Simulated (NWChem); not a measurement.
System: CN anion

NWChem input:

```
start job
memory heap 200 mb stack 900 mb global 1100 mb
charge -1
geometry units angstroms noautoz
  C      0.000000     0.000000    -0.633202
  N      0.000000     0.000000     0.540889
end
basis spherical
  * library def2-svp
end
dft
  xc mn15
  iterations 150
  mulliken
end
task dft gradient
```

Excerpt of the output:

```
             Northwest Computational Chemistry Package (NWChem) 7.3.0
             --------------------------------------------------------

 ORDER OF PRIMARY AXIS IS BEING SET TO 4
 C4V symmetry detected

                             Geometry "geometry" -> ""
                             -------------------------

 Output coordinates in angstroms (scale by  1.889725989 to convert to a.u.)

  No.       Tag          Charge          X              Y              Z
 ---- ---------------- ---------- -------------- -------------- --------------
    1 C                    6.0000     0.00000000     0.00000000    -0.63220285
    2 N                    7.0000     0.00000000     0.00000000     0.54188815

 Effective nuclear repulsion energy (a.u.)      18.9299163847

      Symmetry information
      --------------------

 Group name             C4v
 Group number             18
 Group order               8
 No. of unique centers     2

                                 NWChem DFT Module
                                 -----------------

 Summary of "ao basis" -> "ao basis" (spherical)
 ------------------------------------------------------------------------------
       Tag                 Description            Shells   Functions and Types
 ---------------- ------------------------------  ------  ---------------------
 C                          def2-svp                 6       14   3s2p1d
 N                          def2-svp                 6       14   3s2p1d

      Symmetry analysis of basis
      --------------------------

        a1         12
        a2          0
        b1          2
        b2          2
        e          12

            General Information
            -------------------
          SCF calculation type: DFT
          Wavefunction type:  closed shell.
          No. of atoms     :     2
          No. of electrons :    14
           Alpha electrons :     7
            Beta electrons :     7
          Charge           :    -1
          Spin multiplicity:     1
          Use of symmetry is: on ; symmetry adaption is: on
          Maximum number of iterations: 150
          AO basis - number of functions:    28
                     number of shells:    12
          Convergence on energy requested:  1.00D-06
          Convergence on density requested:  1.00D-05
          Convergence on gradient requested:  5.00D-04

              XC Information
              --------------
                         MN15 Method XC Functional
                     Hartree-Fock (Exact) Exchange  0.440
                          MN15 Exchange Functional  1.000
                        MN15 Correlation Potential  1.000

             Grid Information
             ----------------
          Grid used for XC integration:  medium
          Radial quadrature: Mura-Knowles
          Angular quadrature: Lebedev.
          Tag              B.-S. Rad. Rad. Pts. Rad. Cut. Ang. Pts.
          ---              ---------- --------- --------- ---------
          C                   0.70       49           6.0       434
          N                   0.65       49           6.0       434
          Grid pruning is: on
          Number of quadrature shells:    98
          Spatial weights used:  Erf1

      Superposition of Atomic Density Guess
      -------------------------------------

 Sum of atomic energies:         -91.86899212

 Renormalizing density from      13.00 to     14

      Non-variational initial energy
      ------------------------------

 Total energy =     -96.624110
 1-e energy   =    -173.575553
 2-e energy   =      58.021526
 HOMO         =       0.150006
 LUMO         =       0.505220

      Symmetry analysis of molecular orbitals - initial
      -------------------------------------------------

 !! scf_movecs_sym_adapt:    4 vectors were symmetry contaminated

  Symmetry fudging

 !! scf_movecs_sym_adapt:    4 vectors were symmetry contaminated

  Numbering of irreducible representations:

     1 a1          2 a2          3 b1          4 b2          5 e

  Orbital symmetries:

     1 a1          2 a1          3 a1          4 a1          5 e
     6 e           7 a1          8 e           9 e          10 a1
    11 a1         12 e          13 e          14 a1         15 a1
    16 e          17 e

     ---------------------------------------------
      Total Density - Mulliken Population Analysis
     ---------------------------------------------

    Atom       Charge   Shell Charges
 -----------   ------   -------------------------------------------------------
    1 C    6     6.55   1.99  0.89  0.91  1.41  1.32  0.03
    2 N    7     7.45   1.99  0.94  0.81  1.84  1.85  0.02

   convergence    iter        energy       DeltaE   RMS-Dens  Diis-err
 ---------------- ----- ----------------- --------- --------- ---------
 d= 0,ls=0.0,diis     1    -92.5223643781 -1.11D+02  3.88D-02  8.69D-01
 d= 0,ls=0.0,diis     2    -92.5684155932 -4.61D-02  1.83D-02  6.37D-01
 d= 0,ls=0.0,diis     3    -92.6281622629 -5.97D-02  8.22D-03  1.28D-01
 d= 0,ls=0.0,diis     4    -92.6421913464 -1.40D-02  1.18D-03  3.40D-03
 d= 0,ls=0.0,diis     5    -92.6426202135 -4.29D-04  1.64D-04  1.10D-05
  Resetting Diis
 d= 0,ls=0.0,diis     6    -92.6426216165 -1.40D-06  1.71D-05  5.95D-08
 d= 0,ls=0.0,diis     7    -92.6426216251 -8.62D-09  2.69D-06  1.24D-09

         Total DFT energy =      -92.642621625081
      One electron energy =     -166.840536217947
           Coulomb energy =       67.618691802290
    Exchange-Corr. energy =      -12.350693594089
 Nuclear repulsion energy =       18.929916384665

 Numeric. integr. density =       14.000000740132

[...]

                         DFT ENERGY GRADIENTS

    atom               coordinates                        gradient
                 x          y          z           x          y          z
   1 C       0.000000   0.000000  -1.194690    0.000000   0.000000   0.014125
   2 N       0.000000   0.000000   1.024020    0.000000   0.000000  -0.014125
```

Level: MN15/def2-SVP. Sets without diffuse functions describe the anion's extra electron poorly. All runs use the structure optimised with B3LYP/def2-SVPD.
